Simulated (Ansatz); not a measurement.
**AlClO+ (doublet): from Hartree-Fock to the top rungs, cc-pVTZ**

An exercise on one series of results from a longer session: the logs are not shown, and one member is left open.

Method: cc-pVTZ, core rule «outside noble gas», up to 11 orbitals frozen; program: Ansatz 0.2.0, Gaussian basis.

The runs, in order: UHF; CCSD(T) on ROHF; CCSD(T) on UHF; BCCD(T) on ROHF; CCSDT(Q) on ROHF; CCSDT(Q) on UHF.

6 further runs of the same task are left out: 3 for a known fault of the program, 3 set aside as unsound or not needed.

### What is computed

The geometry is a PBE0/def2-TZVP stationary point (not a proven minimum) of the parent state, kept for this charge and spin.

3 atoms, charge 1, spin multiplicity 2.

Atoms are counted from 1 here; the program's logs count them from 0.

Bond lengths: Al1–O2 1.699 Å, O2–Cl3 1.640 Å. Angles: Al1–O2–Cl3 180.0°.

The first run:

File in.yaml:

```yaml
crystal:
  periodic: [false, false, false]
  atoms:
    - {symbol: Al, position_ang: [0.000000, 0.000000, 1.679233]}
    - {symbol: O, position_ang: [0.000000, 0.000000, -0.019667]}
    - {symbol: Cl, position_ang: [0.000000, 0.000000, -1.659567]}
basis:
  gaussian: {orbitals: cc-pVTZ}
total_charge: 1
magnetization: {spin_polarized: true, initial_magnetization: 1}
hamiltonian: {xc: hf}
output: {orbitals: {seedname: orbitals}}
```

Command:

```
ansatz run in.yaml --threads 1 --pin off --events-out ev --progress --plain --max-ram 4096MiB --backend cpu
```

Among the steps run: UHF; CCSD(T) on ROHF; CCSD(T) on UHF; BCCD(T) on ROHF; CCSDT(Q) on ROHF; CCSDT(Q) on UHF.

One of the session's tables, all rows but one given; the rest of the session is left out.

```
   method  from UCCSDT(Q) (meV)
     ROHF              +13301.7
      UHF              +13286.5
     RMP2               +1044.9
     UMP2               +1032.8
    RCCSD                     ?
    UCCSD                +606.3
 RCCSD(T)                 +54.8
 UCCSD(T)                 +52.8
  BCCD(T)                 +49.7
   RCCSDT                 +38.2
   UCCSDT                 +36.8
RCCSDT(Q)                  +8.7
UCCSDT(Q)                     0
```

**Question.** Estimate the row for RCCSD.

The run gave: from UCCSDT(Q) (meV): +607.6. In the column «from UCCSDT(Q) (meV)» it lies between UCCSD (+606.3) and UMP2 (+1032.8).

To keep in mind: Restricted and unrestricted rows rest on different reference determinants; where their highest levels disagree by more than a few hundredths of an eV, they describe different states and don't form one ladder.
